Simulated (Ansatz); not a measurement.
Born–Oppenheimer molecular dynamics of AlH5N2 (8 atoms, charge 0, multiplicity 1). It goes on from the last frame of an earlier run, with new velocities.

The calculation used RKS BHLYP-D4/def2-SVP in Ansatz.

* ensemble: NVE (velocity Verlet)
* time step: 0.5 fs
* steps asked: 250
* starting velocities drawn for: 300 K
* seed: 362639

First frame:

```xyz
8
Properties=species:S:1:pos:R:3
Al 0.046 0.083 0.002
N 0.074 -0.147 1.756
H -0.601 0.357 2.283
H 0.725 -0.537 2.377
N 1.572 0.063 -0.760
H 2.547 -0.212 -0.675
H 1.436 0.241 -1.752
H -1.476 0.531 -0.602
```

(1) How far do the bonds stretch over the last three quarters of this one trajectory? (Pairs bonded in most of those frames.)

## Answers

(1) 
```csv
bond,mean (Å),spread (Å),shortest,longest
Al1–N2,1.786,0.069,1.68,1.90
Al1–N5,1.765,0.033,1.71,1.85
Al1–H8,1.599,0.085,1.46,1.72
N2–H3,1.011,0.015,0.98,1.04
N2–H4,1.009,0.018,0.98,1.04
N5–H6,1.009,0.012,0.99,1.03
N5–H7,1.009,0.008,0.99,1.03
```

Mean temperature of the second half: 481 K. The conserved energy stayed within 0.21 meV per atom of its start (net change -0.16 meV per atom), so the integration is sound. The kinetic energy rose, since the run started high on the potential surface and went downhill. A run of 0.12 ps of so small a system gives no equilibrium averages.

Time of the run: 7.8 min on 1 thread of Arm Neoverse V1 (shared host), peak memory 0.12 GiB.
